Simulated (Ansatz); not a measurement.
# FH4NSi: the cost of one run

Method: PBE0-D4/def2-TZVP structures, single points in def2-TZVPP, no counterpoise correction; program: Ansatz 0.2.0, Gaussian basis.

Levels: SPW92, PBE-D4, BLYP-D4, r2SCAN-D4, B97M-V, PBE0-D4, B3LYP-D4, r2SCAN0-D4, BHLYP-D4, CAM-B3LYP-D4, wB97X-V, wB97M-V, B2PLYP, PBE-QIDH, RPA on PBE, Hartree-Fock, MP2, CCSD, CCSD(T).

Correlated methods freeze the cores. B3LYP uses VWN-RPA correlation. B2PLYP carries no dispersion term here.

96 further runs of the same task are left out: 2 that didn't finish, 94 set aside as unsound or not needed.

## Step 1: Starting geometry

The complex: 9 atoms, charge 0, spin multiplicity 1.

Atoms are counted from 1 here; the program's logs count them from 0.

Bond lengths: Si1–H3 1.479 Å, Si1–H4 1.479 Å, Si1–N5 1.695 Å, Si1–F7 1.606 Å, H2–H6 0.747 Å, N5–H8 1.006 Å, N5–H9 1.006 Å. Angles: H3–Si1–H4 114.1°, H3–Si1–N5 108.6°, H3–Si1–F7 105.7°, H4–Si1–N5 108.3°, H4–Si1–F7 105.8°, N5–Si1–F7 114.5°, Si1–N5–H8 121.8°, Si1–N5–H9 121.8°, H8–N5–H9 111.8°.

As a file:

```
atom    x (Å)    y (Å)    z (Å)
 Si1  -1.0071  -0.0373   0.4358
  H2   2.7525  -1.2159  -0.1198
  H3  -1.2611  -1.4354   0.0257
  H4  -2.1972   0.6611   0.9690
  N5  -0.4406   0.8249  -0.9092
  H6   2.3176  -0.9335   0.4177
  F7   0.0332  -0.1246   1.6566
  H8   0.2287   0.4299  -1.5487
  H9  -0.4259   1.8310  -0.9272
```

Its parts: FH₄NSi holds atoms 1, 3, 4, 5, 7, 8, 9; H₂ holds atoms 2, 6. Each part counts its atoms afresh in its own runs.

## Step 2: Relaxing FH₄NSi alone

relax-a/in.yaml reads:

```yaml
crystal:
  periodic: [false, false, false]
  atoms:
    - {symbol: Si, position_ang: [-1.007129, -0.037286, 0.435846]}
    - {symbol: H, position_ang: [-1.261070, -1.435406, 0.025741]}
    - {symbol: H, position_ang: [-2.197182, 0.661096, 0.968991]}
    - {symbol: N, position_ang: [-0.440629, 0.824918, -0.909236]}
    - {symbol: F, position_ang: [0.033166, -0.124634, 1.656616]}
    - {symbol: H, position_ang: [0.228687, 0.429859, -1.548723]}
    - {symbol: H, position_ang: [-0.425897, 1.830993, -0.927178]}
basis:
  gaussian: {orbitals: def2-TZVP}
hamiltonian: {xc: pbe0, dispersion: d4}
relax: {f_tol: 0.005, max_steps: 200}
```

Started as:

```console
$ ansatz run in.yaml --threads 2 --pin off --events-out ev --progress --plain --max-ram 4352MiB
```

**Question.** How long does this run take on 2 threads of Arm Neoverse V1, shared host?

About 10 s.
